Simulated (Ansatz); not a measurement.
Basis-set extrapolation for `C=NCO` (PBE0-D4/def2-TZVP geometry, frozen core, the Gaussian-basis code of Ansatz). Multiplicity 1, RHF reference.

|  | def2-TZVPP | def2-QZVPP |
| --- | --- | --- |
| HF | -208.008744 | -208.018605 |
| MP2 correlation | -0.773193 | -0.828131 |
| CCSD(T) correlation | -0.831265 | not run |

Energies in hartree. Use E(X) = E(∞) + A·exp(−7.88·√X) for Hartree–Fock and E(X) = E(∞) + B·X^(−2.97) for correlation, with X = 3 and 4, and add CCSD(T) minus MP2 of the smaller set to the MP2 limit.

What is the CCSD(T) energy at the basis-set limit?

HF limit: -208.018605 + (-0.009861) × 0.13774 = -208.01996. MP2 limit: -0.828131 + (-0.054938) × 0.74074 = -0.86883. Higher-order term: -0.831265 − (-0.773193) = -0.05807. Total: -208.94686 hartree, 67.1 kcal/mol below CCSD(T)/def2-TZVPP.
